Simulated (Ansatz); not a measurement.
Rhombohedral A7 Sb, treated with r²SCAN (PAW; Ansatz, an electronic-structure program).

Excerpt of the program's output:

```
Relaxation: its limit of steps is 80 (relax.max_steps)
Crystal: 2 atoms, lattice volume = 60.617 Å³
Basis set: ecut = 560 eV, 1833 PW (Γ), exchange–correlation on 108×108×108 points (27 copies of the dense FFT grid, shifted against one another)
Bands: 19, of which v1, the nominal top of the filled ones, is band 15 counted from 1 (14 counted from 0)
Symmetry: 12 space group operations
Space group: R-3m (ITA 166), of the structure as read, at distance tolerance 3.9e-5 Å
k-points: 417 of 4096
Functional: x = r2scan, c = r2scan; τ floored in thin density (d = 2e-4 eV/Å³)
SCF iter   1: F=—  HF=-12998.219469 eV  |F-HF|=—  |Δ(HF+E_count)|=         —  Δρ=5.21e-3  dr2=1.03e-2  dr2_τ=1.86e-3
SCF iter   2: F=—  HF=-12998.232274 eV  |F-HF|=—  |Δ(HF+E_count)|=   1.28e-2  Δρ=3.03e-3  dr2=4.01e-3  dr2_τ=4.72e-5
  ...
SCF 1 converged in 7 iterations: F = -12998.232964 eV  dr2 = 1.78e-8
Crystal: 2 atoms, lattice volume = 60.617 Å³
Basis set: ecut = 560 eV, 1821 PW (Γ), exchange–correlation on 108×108×108 points (27 copies of the dense FFT grid, shifted against one another)
Initial density: handed on by an earlier stage of this run
SCF 2 converged in 7 iterations: F = -12998.235911 eV  dr2 = 1.01e-7
Crystal: 2 atoms, lattice volume = 60.617 Å³
Basis set: ecut = 560 eV, 1839 PW (Γ), exchange–correlation on 108×108×108 points (27 copies of the dense FFT grid, shifted against one another)
SCF 3 converged in 6 iterations: F = -12998.240736 eV  dr2 = 3.23e-8
Crystal: 2 atoms, lattice volume = 60.617 Å³
Basis set: ecut = 560 eV, 1851 PW (Γ), exchange–correlation on 108×108×108 points (27 copies of the dense FFT grid, shifted against one another)
SCF 4 converged in 5 iterations: F = -12998.240736 eV  dr2 = 4.95e-8
Crystal: 2 atoms, lattice volume = 60.617 Å³
SCF 5 converged in 10 iterations: F = -12998.240863 eV  dr2 = 1.85e-13
Crystal: 2 atoms, lattice volume = 60.617 Å³
SCF 6 converged in 5 iterations: F = -12998.240884 eV  dr2 = 3.44e-9
Crystal: 2 atoms, lattice volume = 60.617 Å³
SCF iter   5: F=—  HF=-12998.240884 eV  |F-HF|=—  |Δ(HF+E_count)|=  6.91e-11  Δρ=6.89e-8  dr2=3.60e-12  dr2_τ=1.84e-13
SCF iter   6: F=-12998.240884 eV  HF=-12998.240884 eV  |F-HF|=3.64e-12  |Δ(HF+E_count)|=  7.28e-12  Δρ=3.02e-8  dr2=6.72e-13  dr2_τ=1.29e-14
SCF 7 converged in 6 iterations: F = -12998.240884 eV  dr2 = 6.72e-13
SCF converged after 6 iterations
Free energy (F): -12998.240884 eV
Internal energy: -12998.239637 eV  (E = F + TS)
E sigma→0 (E₀):  -12998.240261 eV
Fermi energy:    10.052205 eV
--- Forces (eV/Å), atoms counted from 1 ---
  atom   1  Sb    -0.00022196    -0.00000000    -0.00007351
  atom   2  Sb     0.00022196     0.00000000     0.00007351
--- Stress (GPa, compression-positive) ---
        1.378102       0.000000       0.000694
        0.000000       1.376006       0.000000
        0.000694       0.000000       1.376236
  P = ⅓ Tr σ = 1.3768 GPa (13.768 kbar)
```

Task: Write an input file that could have produced this run (the log leaves some choices open).

Result: This is not unique; one that fits is 
Ansatz 0.2 input:
```yaml
crystal:
  lattice:
    - [4.0130891082, -2.1408142486, 0.0270909483]
    - [4.0130891082, 2.1408142486, 0.0270909483]
    - [2.8472926867, 0.0, 3.5470590795]
  atoms:
    - { symbol: Sb, position: [0.2314443472, 0.2314443472, 0.2314443472] }
    - { symbol: Sb, position: [0.7685556528, 0.7685556528, 0.7685556528] }
basis:
  ecutwfc: 560
  ecutrho_ratio: 4
  xc_grid: 3
kpoints:
  mp_grid: { grid: [16, 16, 16] }
hamiltonian:
  xc: r2scan
  dispersion: none
  pseudopotentials: { kind: paw }
scf:
  occupations: { method: fermi_dirac, width: 0.05 }
output:
  forces: true
  stress: true
  eigenvalues: true
relax:
  f_tol: 0.004
  escape_saddle: false
  max_steps: 80
  cell: { stress_tol: 0.02, fix: [volume] }
```

The cell is one volume of an energy–volume scan, off the minimum.

The PAW data were made under PBE.

Note: the cell comes from a level without a dispersion term, which matters for the spacing of layers, chains or molecules.
